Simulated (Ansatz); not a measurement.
The input, for Ansatz 0.2.0:

```yaml
crystal:
  periodic: [false, false, false]
  atoms:
    - {symbol: C, position_ang: [0.000000, 0.010293, 1.919554]}
    - {symbol: C, position_ang: [0.000000, 0.134643, 0.648509]}
    - {symbol: Si, position_ang: [0.000000, -0.101792, -1.029371]}
    - {symbol: H, position_ang: [0.000000, 1.109295, -1.918604]}
basis:
  gaussian: {orbitals: def2-SVP}
total_charge: 1
magnetization: {spin_polarized: false}
hamiltonian: {xc: {name: r2SCAN}}
correlation: {method: ccsd_t, frozen_orbitals: {C: 0}}
output: {forces: true}
```

```sh
$ ansatz run in.yaml --threads 1 --pin off --events-out ev --progress --plain --max-ram 2393MiB
```

(1) One thing in this input was set wrong on purpose, beside settings that are merely unusual. What is the gravest fault, and what does the program do?

## Answers

(1) Wrong frozen-orbital counts. How the run ends: refused.
```
Error: "frozen_orbitals" has no count for Si
```
